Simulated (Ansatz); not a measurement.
Geometry optimisation, RKS PBE-D4/def2-SVP in Ansatz 0.2.0.

Input:

```yaml
crystal:
  periodic: [false, false, false]
  atoms:
    - { symbol: Al, position_ang: [0.053361, -0.68112, -0.324737] }
    - { symbol: H, position_ang: [-0.130532, 0.297286, 2.24383] }
    - { symbol: H, position_ang: [1.36349, 0.229792, -0.488633] }
    - { symbol: C, position_ang: [-1.69338, -0.068149, -0.989348] }
    - { symbol: H, position_ang: [-2.527591, -0.723175, -0.670665] }
    - { symbol: H, position_ang: [-1.903143, 0.961576, -0.632638] }
    - { symbol: H, position_ang: [-1.694049, -0.026248, -2.099221] }
    - { symbol: P, position_ang: [0.155282, -2.675715, 0.813065] }
    - { symbol: H, position_ang: [-0.492333, -3.430926, -0.229381] }
    - { symbol: H, position_ang: [1.489971, -3.04221, 0.415437] }
    - { symbol: H, position_ang: [-0.109075, -0.41901, 2.13259] }
basis:
  gaussian: { orbitals: def2-SVP }
hamiltonian:
  xc: pbe
  dispersion: d4
relax:
  f_tol: 0.03
  max_steps: 50
```

Run as:

```bash
$ ansatz run input.yaml --threads 2 --pin off --max-ram 3072MiB --backend cpu --events-out ev --progress --plain --runs-dir out
```

Q: Where does it end, and by what steps?

A: The run converged. The force dipped under the threshold on the way, but the program's further checks kept it going. After 12 steps the energy has fallen by 0.156 eV; H2 moved furthest, 0.48 Å.

| step | energy less start (eV) | largest force component (eV/Å) | accepted |
| --- | --- | --- | --- |
| 0 | 0.0000 | 1.915 | yes |
| 1 | -0.0991 | 0.298 | yes |
| 2 | -0.1085 | 0.713 | yes |
| 3 | -0.1340 | 0.474 | yes |
| 4 | -0.1436 | 0.111 | yes |
| 5 | -0.0931 | 0.715 | no |
| 6 | -0.1498 | 0.048 | yes |
| 7 | -0.1515 | 0.085 | yes |
| 8 | -0.1526 | 0.121 | yes |
| 9 | -0.1550 | 0.040 | yes |
| 10 | -0.1558 | 0.016 | yes |
| 11 | -0.1560 | 0.045 | yes |
| 12 | -0.1562 | 0.021 | yes |

```xyz
11
Properties=species:S:1:pos:R:3
Al 0.082 -0.684 -0.105
H -0.283 0.489 1.833
H 1.404 0.224 -0.175
C -1.635 -0.072 -0.852
H -2.505 -0.592 -0.398
H -1.785 1.023 -0.739
H -1.666 -0.289 -1.943
P 0.275 -2.885 0.739
H -0.529 -3.429 -0.327
H 1.520 -3.121 0.052
H -0.365 -0.241 2.086
```

Whether the end is a true minimum wasn't checked by a vibrational analysis.

Run time: 20 s on 2 threads of Arm Neoverse V1, on a shared host, peak memory 0.13 GiB.
